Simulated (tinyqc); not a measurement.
Worked calculation: UKS/LDA (PW92) in the sto-3g basis, for OH+, spin multiplicity 3. One step of it, computed by the program tinyqc.

Task: Orthogonalisation. S = U s U^T; symmetric (Loewdin) form X = U s^(-1/2) U^T, so that X^T S X = 1.

overlap S, order 1O 1s, 1O 2s, 1O 2px, 1O 2py, 1O 2pz, 2H 1s:
```
[[1.000000, 0.236704, 0.000000, 0.000000, 0.000000, 0.020848],
 [0.236704, 1.000000, 0.000000, 0.000000, 0.000000, 0.252699],
 [0.000000, 0.000000, 1.000000, 0.000000, 0.000000, 0.000000],
 [0.000000, 0.000000, 0.000000, 1.000000, 0.000000, 0.000000],
 [0.000000, 0.000000, 0.000000, 0.000000, 1.000000, 0.242472],
 [0.020848, 0.252699, 0.000000, 0.000000, 0.242472, 1.000000]]
```

Give: eigenvalues of S; X.

Result:

eigenvalues of S: [0.612, 0.846, 1.000, 1.000, 1.136, 1.407]

X, order 1O 1s, 1O 2s, 1O 2px, 1O 2py, 1O 2pz, 2H 1s:
```
[[1.022, -0.126, 0.000, 0.000, -0.003, 0.014],
 [-0.126, 1.050, 0.000, 0.000, 0.026, -0.140],
 [0.000, 0.000, 1.000, 0.000, 0.000, 0.000],
 [0.000, 0.000, 0.000, 1.000, 0.000, 0.000],
 [-0.003, 0.026, 0.000, 0.000, 1.024, -0.132],
 [0.014, -0.140, 0.000, 0.000, -0.132, 1.051]]
```
